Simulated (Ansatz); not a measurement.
C3H3FS can be A, `FC1C=C1S`, or B, `C=C1SC1F`.

Program: Ansatz. Geometries: PBE0-D4/def2-TZVP. ΔE: electronic, gas phase. CCSD(T)/CBS is the MP2 limit (def2-TZVPP, def2-QZVPP) plus CCSD(T) − MP2 in def2-TZVPP, frozen cores. DFT in def2-TZVPP. B3LYP here is the variant with VWN-RPA as its local correlation; programs differ in this. One conformer a species, not always the lowest.

Problem. Which isomer does CCSD(T)/CBS put lower? Give the gap. (Best estimate.)

Solution. Computed: B, by 16.1 kcal/mol.

Problem. Give E(B) − E(A) in kcal/mol with B2PLYP, ωB97M-V, MP2/def2-TZVPP, B3LYP-D4, CCSD/def2-TZVPP, r2SCAN-D4, LDA (SPW92). (Estimate.)

Solution. Computed: B2PLYP -16.1, ωB97M-V -15.0, MP2/def2-TZVPP -15.7, B3LYP-D4 -16.3, CCSD/def2-TZVPP -15.3, r2SCAN-D4 -16.9, LDA (SPW92) -16.3. None reverses the order clearly.

Problem. Does the order hold for the free energy at 298.15 K (harmonic terms from PBE0-D4)? (Estimate.)

Solution. Ansatz gave: Yes: G(B) − G(A) = -14.2 kcal/mol, for one conformer each.

Largest T1 diagnostic: 0.014.

At CCSD(T), def2-SVP lies +1.6 kcal/mol from the extrapolated value and def2-TZVPP −0.2 kcal/mol. From r2SCAN to r2SCAN0 (25 % exact exchange), in def2-TZVPP and without D4, E(B) − E(A) moves by +1.2 kcal/mol.
